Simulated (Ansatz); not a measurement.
C$_{3}$H$_{4}$O$_{2}$, SMILES `C=CC(=O)O`, one more setting.

```yaml
crystal:
  periodic: [false, false, false]
  atoms:
    - {symbol: C, position_ang: [-0.264958, 0.377805, -1.382204]}
    - {symbol: C, position_ang: [-0.155815, -0.592756, -0.484451]}
    - {symbol: C, position_ang: [0.185403, -0.372089, 0.932017]}
    - {symbol: O, position_ang: [0.283658, -1.257622, 1.741625]}
    - {symbol: O, position_ang: [0.380713, 0.920642, 1.248236]}
    - {symbol: H, position_ang: [-0.518315, 0.160123, -2.413080]}
    - {symbol: H, position_ang: [-0.104171, 1.414364, -1.111526]}
    - {symbol: H, position_ang: [-0.313413, -1.634155, -0.738408]}
    - {symbol: H, position_ang: [0.595298, 0.937287, 2.190594]}
basis:
  gaussian: {orbitals: ANO-RCC-VTZP}
hamiltonian: {xc: {name: PBE0-DH}}
```

```sh
$ ansatz run in.yaml --threads 4 --pin off --events-out ev --progress --plain --max-ram 10444MiB
```

Output, abridged:

```
Functional definition: PBE0-DH
  name "PBE0-DH"
  cite "Brémond & Adamo, J. Chem. Phys. 135, 024106 (2011) doi:10.1063/1.3604569"
  cite "Perdew, Burke & Ernzerhof, Phys. Rev. Lett. 77, 3865 (1996) doi:10.1103/PhysRevLett.77.3865"
  parameter a = 1/2
  parameter c = 1/8
  exchange = (1 - a)*pbe_x + a*exact_x
  correlation = (1 - c)*pbe_c + c*(mp2_os + mp2_ss)
1206 factors; integrals over basis functions are off by at most 1.3e-3 eV
mean field evaluation 1: about -7259.5886 eV, gradient 5.4e1 eV
mean field evaluation 2: about -7260.0787 eV, gradient 5.4e1 eV
mean field evaluation 4: about -7265.0159 eV, gradient 9.0e0 eV
mean field evaluation 8: about -7265.1844 eV, gradient 1.0e0 eV
mean field evaluation 16: about -7265.1865 eV, gradient 1.5e-4 eV
mean field -7265.18652456 eV, -266.9906802574 hartree, gradient 8.7e-6 eV, S^2 0.000000; 0 other end points of the search recorded, 0 dependent functions left out
5 core orbitals not correlated: weight in the atoms' cores, before any rotation towards them, 1.000 or more for the frozen orbitals, at most 0.000 for the correlated occupied ones
reference -7265.18655271 eV, -266.9906812918 hartree; 14, 14 occupied and 187, 187 virtual orbitals, 1206 factors
second order -31.55980846 eV of doubles, -0.00000000 eV of singles
Total energy: -7269.13152877 eV, -267.1356564880 hartree
Relativity: scalar
```

Run time 2.7 s (4 threads of an AMD EPYC 9R45 on a shared host); peak host memory 0.54 GiB.
